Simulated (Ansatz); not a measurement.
A nudged elastic band was laid between two geometries of CH4BCl (7 atoms, charge 0, multiplicity 1).

Method: RKS PBE-D4/def2-SVP (Ansatz 0.2.0).

```yaml
movable_images: 5
climbing_image: yes
spring: 5.0 eV/Å²
optimiser: quadratic models (default)
start_path: through a guess of the saddle point
force_threshold: 0.03 eV/Å
iteration_limit: 60
end_points: relaxed
```

First end point:

```xyz
7
Properties=species:S:1:pos:R:3
B 0.244 -0.048 0.368
H -0.063 -0.332 1.510
C 1.726 0.026 -0.107
H 2.208 -0.962 0.072
H 1.872 0.314 -1.165
H 2.286 0.731 0.548
Cl -1.102 0.270 -0.726
```

Last end point:

```xyz
7
Properties=species:S:1:pos:R:3
B -1.549 0.022 0.502
H 1.284 0.223 1.034
C 2.036 0.060 0.238
H 1.956 -0.978 -0.135
H 1.853 0.766 -0.593
H 3.049 0.227 0.649
Cl -1.457 -0.320 -1.196
```

Question: What changes between the two ends?

Answer: Bonds broken: B1–H2, B1–C3. Bonds formed: H2–C3. CH4BCl becomes BCl + CH4.

Question: What energy profile does the band end with?

Answer: The forces met the threshold. The highest image is number 2 of 0 to 6, 402.0 kJ/mol above the first end and 110.6 kJ/mol above the last; the last end lies 291.3 kJ/mol above the first. Neighbouring images differ by up to 4.1 eV, so the band resolves the path poorly. A vibrational analysis at the climbing image gives one clearly imaginary mode, 1236i cm⁻¹: a first-order saddle point. The orbitals stay closed-shell, which can raise the energy where a bond breaks towards radicals; this wasn't checked here.

| image | path coordinate (Å) | energy (kJ/mol) | B1–H2 (Å) | B1–C3 (Å) | H2–C3 (Å) |
| --- | --- | --- | --- | --- | --- |
| 0 | 0.00 | 0.0 | 1.22 | 1.56 | 2.44 |
| 1 | 1.20 | 2.7 | 1.21 | 1.56 | 2.45 |
| 2 | 2.41 | 402.0 | 1.26 | 2.13 | 1.49 |
| 3 | 2.84 | 337.2 | 1.57 | 2.45 | 1.19 |
| 4 | 3.28 | 301.7 | 1.99 | 2.87 | 1.12 |
| 5 | 3.72 | 292.8 | 2.42 | 3.26 | 1.11 |
| 6 | 4.15 | 291.3 | 2.89 | 3.59 | 1.11 |

Question: What is the geometry of the highest image?

Answer: 
```xyz
7
Properties=species:S:1:pos:R:3
B -0.350 0.077 0.535
H 0.731 0.278 1.146
C 1.728 0.024 0.071
H 1.786 -1.023 -0.281
H 1.724 0.756 -0.758
H 2.524 0.250 0.807
Cl -0.972 -0.362 -1.020
```

The band took 32 iterations and of the order of 110 core-seconds.

Time of the run: 110 s on 1 thread of Intel(R) Xeon(R) 6975P-C (Granite Rapids), on a shared host, peak memory 0.12 GiB.
